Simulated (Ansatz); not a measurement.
**One shape, several levels: C3H10NP (SMILES CP(C)(C)=N)**

Wanted: a comparison of 6 runs (HF/3-21G, BLYP/6-31G*, PBE-QIDH/6-31G*, revPBE/6-31G*, wB97M-V/6-31G*, BCCD(T)/6-31G*) of C3H10NP. 

Program for the calculation: Ansatz 0.2.0.

86 further runs of the same task are left out: 86 set aside as unsound or not needed.

### Step 1. The system as given

C3H10NP has 15 atoms, charge 0, and is taken as a singlet. As SMILES, `CP(C)(C)=N`. One bond was lengthened or shortened from a relaxed shape.

Bond lengths: C1–P2 1.821 Å, P2–C3 1.821 Å, P2–C4 2.070 Å, P2–N5 1.557 Å, C1–H6 1.092 Å, C1–H7 1.092 Å, C1–H8 1.091 Å, C3–H9 1.092 Å, C3–H10 1.091 Å, C3–H11 1.092 Å, C4–H12 1.091 Å, C4–H13 1.091 Å, C4–H14 1.091 Å, N5–H15 1.011 Å. Some angles: C1–P2–C3 102.4°, C1–P2–C4 104.7°, C1–P2–N5 118.0°, C3–P2–C4 104.7°, C3–P2–N5 118.0°, C4–P2–N5 107.7°, P2–C1–H6 109.0°, P2–C1–H7 112.3°, P2–C1–H8 108.6°, P2–C3–H9 109.0°.

### Step 2. A single-point energy at HF/3-21G (run 1)

Input file in.yaml:

```yaml
crystal:
  periodic: [false, false, false]
  atoms:
    - {symbol: C, position_ang: [-1.663550, 0.416039, 0.454803]}
    - {symbol: P, position_ang: [0.054030, 0.569069, -0.129297]}
    - {symbol: C, position_ang: [1.007650, 0.379629, 1.410003]}
    - {symbol: C, position_ang: [0.407880, -1.175430, -1.185510]}
    - {symbol: "N", position_ang: [0.404090, 1.765469, -1.062507]}
    - {symbol: H, position_ang: [-1.906600, 1.279879, 1.077463]}
    - {symbol: H, position_ang: [-1.825080, -0.495111, 1.035463]}
    - {symbol: H, position_ang: [-2.328100, 0.419739, -0.410777]}
    - {symbol: H, position_ang: [0.822380, 1.243219, 2.052553]}
    - {symbol: H, position_ang: [2.070140, 0.358829, 1.161933]}
    - {symbol: H, position_ang: [0.741680, -0.529581, 1.954083]}
    - {symbol: H, position_ang: [0.182960, -2.059590, -0.587070]}
    - {symbol: H, position_ang: [1.455280, -1.192510, -1.488920]}
    - {symbol: H, position_ang: [-0.211330, -1.170900, -2.083270]}
    - {symbol: H, position_ang: [0.280810, 2.694489, -0.683367]}
basis:
  gaussian: {orbitals: 3-21G.json}
accuracy: high
output: {orbitals: {seedname: orbitals}}
hamiltonian: {xc: hf}
```

The basis set 3-21G is read from a file made from the Basis Set Exchange's data (not shown).

On the command line:

```sh
ansatz run in.yaml --threads 1 --pin off --max-ram 3480MiB --events-out events.jsonl --progress --plain --runs-dir runs
```

What it wrote:

```text
Warning: RAYON_NUM_THREADS=1 ignored (pool sized by the plan → 1); use --threads N
Functional definition: HF
  name "HF"
  exchange = exact_x
  correlation = 0
1727 factors; integrals over basis functions are off by at most 8.0e-9 eV
mean field evaluation 1: about -13923.5574 eV, gradient 3.9e1 eV
mean field evaluation 2: about -13923.9524 eV, gradient 4.0e1 eV
mean field evaluation 4: about -13927.4884 eV, gradient 3.9e0 eV
mean field evaluation 8: about -13927.5372 eV, gradient 1.7e-1 eV
mean field evaluation 16: about -13927.5374 eV, gradient 5.5e-8 eV
mean field -13927.53735947 eV, -511.8275575365 hartree, gradient 5.5e-8 eV, S^2 0.000000; 0 other end points of the search recorded, 0 dependent functions left out
reference -13927.53735947 eV, -511.8275575365 hartree; 25, 25 occupied and 44, 44 virtual orbitals, 1727 factors
Total energy: -13927.53735947 eV, -511.8275575365 hartree
```

Wall time 1.3 s (1 thread of Arm Neoverse V2, shared host); peak memory 0.18 GiB.

### Step 3. The energy at BLYP/6-31G(d) (spherical functions) (run 2)

Input file run.yaml:

```yaml
crystal:
  periodic: [false, false, false]
  atoms:
    - {symbol: C, position_ang: [-1.663550, 0.416039, 0.454803]}
    - {symbol: P, position_ang: [0.054030, 0.569069, -0.129297]}
    - {symbol: C, position_ang: [1.007650, 0.379629, 1.410003]}
    - {symbol: C, position_ang: [0.407880, -1.175430, -1.185510]}
    - {symbol: N, position_ang: [0.404090, 1.765469, -1.062507]}
    - {symbol: H, position_ang: [-1.906600, 1.279879, 1.077463]}
    - {symbol: H, position_ang: [-1.825080, -0.495111, 1.035463]}
    - {symbol: H, position_ang: [-2.328100, 0.419739, -0.410777]}
    - {symbol: H, position_ang: [0.822380, 1.243219, 2.052553]}
    - {symbol: H, position_ang: [2.070140, 0.358829, 1.161933]}
    - {symbol: H, position_ang: [0.741680, -0.529581, 1.954083]}
    - {symbol: H, position_ang: [0.182960, -2.059590, -0.587070]}
    - {symbol: H, position_ang: [1.455280, -1.192510, -1.488920]}
    - {symbol: H, position_ang: [-0.211330, -1.170900, -2.083270]}
    - {symbol: H, position_ang: [0.280810, 2.694489, -0.683367]}
basis:
  gaussian: {orbitals: 6-31G_st_-spherical.json}
hamiltonian: {xc: {name: BLYP}}
accuracy: high
output: {orbitals: {seedname: orbitals}}
```

The basis set 6-31G* is read from a file made from the Basis Set Exchange's data (not shown).

On the command line:

```sh
ansatz run run.yaml --threads 1 --pin off --max-ram 3480MiB --events-out events.jsonl --progress --plain --runs-dir runs
```

What it wrote:

```text
Warning: RAYON_NUM_THREADS=1 ignored (pool sized by the plan → 1); use --threads N
Functional definition: BLYP
  name "BLYP"
  parameter beta = 0.0042
  parameter a = 0.04918
  parameter b = 0.132
  parameter c = 0.2533
  parameter d = 0.349
  exchange = b88_x(beta = beta)
  correlation = lyp_c(a = a, b = b, c = c, d = d)
2368 factors; integrals over basis functions are off by at most 4.1e-9 eV
mean field evaluation 1: about -14027.2240 eV, gradient 9.8e1 eV
mean field evaluation 2: about -13975.7163 eV, gradient 1.6e2 eV
mean field evaluation 4: about -14048.4204 eV, gradient 8.4e0 eV
mean field evaluation 8: about -14048.5920 eV, gradient 3.0e-1 eV
mean field evaluation 16: about -14048.5922 eV, gradient 2.4e-5 eV
mean field -14048.59220951 eV, -516.2762412216 hartree, gradient 1.8e-8 eV, S^2 0.000000; 0 other end points of the search recorded, 0 dependent functions left out
reference -14048.59226369 eV, -516.2762432126 hartree; 25, 25 occupied and 69, 69 virtual orbitals, 2368 factors
Total energy: -14048.59226369 eV, -516.2762432126 hartree
```

It took 9.3 s on 1 thread of Arm Neoverse V2, shared host; peak memory 0.29 GiB.

Runs 3 to 5 aren't shown in full; the table further down has their settings and results.

### Step 4. The energy at BCCD(T)/6-31G(d) (spherical functions) (run 6)

Input file molecule.yaml:

```yaml
crystal:
  periodic: [false, false, false]
  atoms:
    - {symbol: C, position_ang: [-1.663550, 0.416039, 0.454803]}
    - {symbol: P, position_ang: [0.054030, 0.569069, -0.129297]}
    - {symbol: C, position_ang: [1.007650, 0.379629, 1.410003]}
    - {symbol: C, position_ang: [0.407880, -1.175430, -1.185510]}
    - {symbol: N, position_ang: [0.404090, 1.765469, -1.062507]}
    - {symbol: H, position_ang: [-1.906600, 1.279879, 1.077463]}
    - {symbol: H, position_ang: [-1.825080, -0.495111, 1.035463]}
    - {symbol: H, position_ang: [-2.328100, 0.419739, -0.410777]}
    - {symbol: H, position_ang: [0.822380, 1.243219, 2.052553]}
    - {symbol: H, position_ang: [2.070140, 0.358829, 1.161933]}
    - {symbol: H, position_ang: [0.741680, -0.529581, 1.954083]}
    - {symbol: H, position_ang: [0.182960, -2.059590, -0.587070]}
    - {symbol: H, position_ang: [1.455280, -1.192510, -1.488920]}
    - {symbol: H, position_ang: [-0.211330, -1.170900, -2.083270]}
    - {symbol: H, position_ang: [0.280810, 2.694489, -0.683367]}
basis:
  gaussian: {orbitals: 6-31G_st_-spherical.json}
correlation: {method: bccd_t, frozen_orbitals: {C: 1, H: 0, "N": 1, P: 5}}
accuracy: high
scf: {omitted_lower_state_checks: [cluster_reference, increment]}
```

The basis set 6-31G* is read from a file made from the Basis Set Exchange's data (not shown).

On the command line:

```sh
ansatz run molecule.yaml --threads 1 --pin off --max-ram 3480MiB --events-out events.jsonl --progress --plain --runs-dir runs
```

What it wrote, cut to the lines that bear on the results:

```text
Warning: RAYON_NUM_THREADS=1 ignored (pool sized by the plan → 1); use --threads N
[... 2 set-up lines as earlier in the session ...]
[...]
2368 factors; integrals over basis functions are off by at most 4.1e-9 eV
[...]
mean field -14001.77225659 eV, -514.5556396875 hartree, gradient 9.2e-9 eV, S^2 0.000000; 0 other end points of the search recorded, 0 dependent functions left out
9 core orbitals not correlated: weight in the atoms' cores, before any rotation towards them, 1.000 or more for the frozen orbitals, at most 0.000 for the correlated occupied ones
reference -14001.77225659 eV, -514.5556396875 hartree; 16, 16 occupied and 69, 69 virtual orbitals, 2368 factors
second order -18.13456838 eV of doubles, -0.00000000 eV of singles
cycle   1  -19.10317946 eV  change   -9.7e-1 eV  update   1.0e-1
[...]
cycle  20  -19.73707695 eV  change    2.0e-9 eV  update   2.8e-9
perturbative correction -0.62743319 eV, -0.0230577445 hartree
Total energy: -14022.13676673 eV, -515.3040216317 hartree
Checks for a lower state left out: cluster_reference, increment
```

It took 42 s on 1 thread of Arm Neoverse V2, shared host; peak memory 0.91 GiB.

### Step 5. The series

```tsv
run	level	frozen core orbitals	energy (Eh)	HOMO energy (eV)	LUMO energy (eV)	HOMO–LUMO gap (eV)	wall time
1	HF/3-21G	–	-511.827558	-8.56	5.67	14.23	1.3 s
2	BLYP/6-31G* (spherical functions)	–	-516.276243	-4.25	0.96	5.21	9.3 s
3	PBE-QIDH/6-31G* (spherical functions)	9	-515.854259	-7.95	3.86	11.80	15 s
4	revPBE/6-31G* (spherical functions)	–	-516.269708	-4.40	0.86	5.26	9 s
5	wB97M-V/6-31G* (spherical functions)	–	-516.265357	-8.10	3.85	11.94	1.9 min
6	BCCD(T)/6-31G* (spherical functions)	9	-515.304022	–	–	–	42 s
```

### Step 6. What came out

| quantity | value |
| --- | --- |
| run 6: total energy | -515.30402 Eh |
| run 6: correlation energy (9 core orbitals frozen) | -748.4 mEh |
| run 6: (T) correction | -23.06 mEh |

In words: Over runs 1, 2, 3, 4, 5 the HOMO–LUMO gap runs from 5.21 eV (BLYP/6-31G*) to 14.23 eV (HF/3-21G). The two ends differ in method and basis. Totals of different functionals can't be ranked against each other. All runs together took 3.2 min, the longest 1.9 min.
